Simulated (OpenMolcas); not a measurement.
## How methods differ on BNH3 (SMILES [BH]N)

BNH3 has 5 atoms, charge 0, and is taken as a doublet. As SMILES, `[BH]N`. The coordinates come from a GFN2-xTB relaxation. This is one conformer, not always the lowest.

```xyz
5

B     0.7058   -0.3416    0.5400
N    -0.1687    0.4034   -0.2106
H     0.5367   -1.4869    0.7238
H    -1.0067    0.0361   -0.6531
H    -0.0671    1.3891   -0.4000
```

Quantity: the energy change with the B1–N2 bond stretched from 1.372 to 3.431 Å, in eV. The values are calculated.

```
                level                   kind     program  value (eV)  less FCI/STO-3G  CPU time (all runs)
           UHF/STO-3G           Hartree–Fock  OpenMolcas        5.63            -0.49                4.2 s
          UPBE/STO-3G                    GGA  OpenMolcas        7.35            +1.23                 16 s
        UB3LYP/STO-3G          global hybrid  OpenMolcas        6.99            +0.87                 18 s
       UM06-2X/STO-3G        hybrid meta-GGA  OpenMolcas        7.15            +1.03                 18 s
         UPBE0/STO-3G          global hybrid  OpenMolcas        7.14            +1.02                 22 s
     MRCI(3,3)/STO-3G         multireference  OpenMolcas        6.13            +0.01                4.7 s
SC-NEVPT2(3,3)/STO-3G         multireference  OpenMolcas        6.41            +0.29                3.9 s
     ROCCSD(T)/STO-3G  coupled cluster or CI  OpenMolcas        6.12             0.00                6.6 s
           FCI/STO-3G     exact in the basis  OpenMolcas        6.12             0.00                 27 s
```

FCI/STO-3G is exact within its basis and frozen core, so for wave-function methods in that basis the difference is their error; functionals converge differently with the basis, so for them it is only a difference. The first shape isn't each level's own minimum. The values span 5.63 to 7.35 eV. Spin contamination of the reference (⟨S²⟩ at least 0.1 too high) touches UHF/STO-3G, UPBE/STO-3G, UPBE0/STO-3G. All rows use very small basis sets, so even the best lies far from the true value. Times are those of the runs behind each value, whatever else they computed, on shared processors of several kinds: orders of magnitude only.
